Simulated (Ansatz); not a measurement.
# BFH2N radical: a ladder of functionals and wavefunction methods

One table from this session's results is given with a row withheld; the runs are named, their logs left out.

The runs use Ansatz 0.2.0, Gaussian basis; functionals in def2-TZVPP, the program's frozen cores in correlated methods.

Plan: LDA (SPW92), PBE-D4, revPBE-D4, BLYP-D4, r2SCAN-D4, B97M-V, PBE0-D4, B3LYP-D4, r2SCANh-D4, r2SCAN0-D4, HSE06-D4, BHLYP-D4, CAM-B3LYP-D4, LC-ωPBE, ωB97X-V, ωB97M-V, B2PLYP, PBE-QIDH; CCSD(T)/def2-SVP; CCSD(T)/def2-TZVPP; MP2/def2-QZVPP; extrapolation to the limit; RPA on PBE.

## The geometry

An earlier PBE0-D4 in a triple-zeta def2 set relaxation fixed the geometry.

SMILES `N[B]F`, 5 atoms, charge 0, spin multiplicity 2.

Atoms are counted from 1 here; the program's logs count them from 0.

Bond lengths: N1–B2 1.384 Å, N1–H4 1.003 Å, N1–H5 1.010 Å, B2–F3 1.324 Å. Angles: B2–N1–H4 122.5°, B2–N1–H5 122.8°, H4–N1–H5 114.7°, N1–B2–F3 122.6°.

Geometry (Å):

| atom | x (Å) | y (Å) | z (Å) |
| --- | --- | --- | --- |
| N1 | -0.3152 | 0.2846 | -0.2983 |
| B2 | 0.2568 | -0.9047 | 0.1193 |
| F3 | 1.1865 | -0.9571 | 1.0606 |
| H4 | -1.0196 | 0.3220 | -1.0120 |
| H5 | -0.0585 | 1.1817 | 0.0889 |

Set-up of the first run:

File in.yaml:

```yaml
crystal:
  periodic: [false, false, false]
  atoms:
    - {symbol: N, position_ang: [-0.315168, 0.284604, -0.298294]}
    - {symbol: B, position_ang: [0.256829, -0.904744, 0.119273]}
    - {symbol: F, position_ang: [1.186460, -0.957125, 1.060637]}
    - {symbol: H, position_ang: [-1.019605, 0.321971, -1.011957]}
    - {symbol: H, position_ang: [-0.058516, 1.181694, 0.088939]}
basis:
  gaussian: {orbitals: def2-TZVPP}
magnetization: {spin_polarized: true, initial_magnetization: 1}
hamiltonian: {xc: lda}
output: {orbitals: {seedname: orbitals}}
```

Among the steps run: LDA; PBE-D4 (GGA); revPBE-D4 (GGA); BLYP-D4 (GGA); r2SCAN-D4 (meta-GGA); B97M-V (meta-GGA); PBE0-D4 (hybrid); B3LYP-D4 (hybrid); r2SCANh-D4 (hybrid); r2SCAN0-D4 (hybrid); HSE06-D4 (hybrid); BHLYP-D4 (hybrid); CAM-B3LYP-D4 (range-separated); LC-ωPBE-D4 (range-separated; the results give it without D4); ωB97X-V (range-separated); ωB97M-V (range-separated); B2PLYP (double hybrid); PBE-QIDH (double hybrid).

One table of the session follows, with a row left open; its other results are not shown here.

It belongs to the step «Orbital energies across the functionals». 

| functional | HOMO (eV) | gap (eV) |
| --- | --- | --- |
| LDA (SPW92) | ? | ? |
| PBE-D4 | -4.65 | 2.42 |
| revPBE-D4 | -4.63 | 2.55 |
| BLYP-D4 | -4.50 | 2.09 |
| r2SCAN-D4 | -5.05 | 3.48 |
| B97M-V | -4.68 | 2.06 |
| PBE0-D4 | -6.01 | 4.80 |
| B3LYP-D4 | -5.73 | 3.95 |
| r2SCANh-D4 | -5.55 | 4.26 |
| r2SCAN0-D4 | -6.31 | 5.41 |
| HSE06-D4 | -5.60 | 4.01 |
| BHLYP-D4 | -7.25 | 6.64 |
| CAM-B3LYP-D4 | -7.37 | 6.80 |
| LC-ωPBE | -8.86 | 9.93 |
| ωB97X-V | -8.29 | 8.76 |
| ωB97M-V | -7.89 | 8.12 |

Estimate the missing values for LDA (SPW92).

As computed: HOMO (eV): -4.60; gap (eV): 1.85. In the column «HOMO (eV)» it lies between revPBE-D4 (-4.63) and BLYP-D4 (-4.50).
